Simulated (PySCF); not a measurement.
Molecule: Anisole, C₇H₈O.

Structure with atom numbers: `[CH3:1][O:2][c:3]1[cH:4][cH:5][cH:6][cH:7][cH:8]1` (H(Xn): hydrogen on atom n).

Geometry PBE0-D3(BJ)/def2-SVP throughout; GIAO in PySCF 2.14, gas phase, one conformer, non-relativistic; equivalent atoms averaged; functional PBE0.

For orientation, aug-cc-pVDZ gives these absolute shieldings σ: C3 37.9, C6 76.7, C4/C8 83.7, C1 143.8, O2 245.5, H(C5)/H(C7) 23.85, H(C6) 24.25, H(C4)/H(C8) 24.36, H(C1) 27.60 ppm.

A run gave: C3 23.3, C6 63.6, C4/C8 70.7, C1 134.1, O2 231.9, H(C5)/H(C7) 24.00, H(C6) 24.40, H(C4)/H(C8) 24.48, H(C1) 27.83 ppm (absolute shieldings σ).

**Question.** Which basis set was used in that run?
A. 6-311+G(2d,p)
B. pcSseg-0
C. 6-31G
D. cc-pVDZ

**Answer.** A. C1 tells them apart best: 6-311+G(2d,p) gives 134.1, 6-31G gives 148.4, pcSseg-0 gives 136.6, cc-pVDZ gives 145.7 ppm.
